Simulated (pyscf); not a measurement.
Thermochemistry of product channels of HO–Mg–O–SiH₃ + HCl on the singlet surface, in kcal/mol, from CCSD(T)/def2-TZVPP + ΔMP2(QZVPP) energies (ideal gas, 1 atm, RRHO with modes under 100 cm⁻¹ raised to 100, one conformer, R ln 2 for chiral ones without a mode under 150 cm⁻¹). PySCF, gas phase, ωB97X-D3(BJ)/def2-SVP geometries. Correlated levels are frozen-core, on RHF or UHF. ΔMP2 is the change of the MP2 total energy from the triple- to the quadruple-zeta basis.

| products | ΔE | ΔH(298 K) | ΔG(298 K) | ΔG(900 K) |
|---|---|---|---|---|
| HO–Mg–Cl + HO–SiH₃ | -10.0 | -8.2 | -9.4 | -11.6 |
| HO–Mg–OH + H₃Si–Cl | +7.9 | +9.1 | +7.9 | +5.4 |

These are energies of the channels, which say nothing of barriers. The CCSD(T) − MP2 part came from Ansatz, without density fitting, on the same reference. The frozen core leaves the outer d or s,p core shells of the metals and heavy elements correlated in the MP2 and CC values, and def2-TZVPP describes them poorly, which can shift differences by a few kcal/mol.
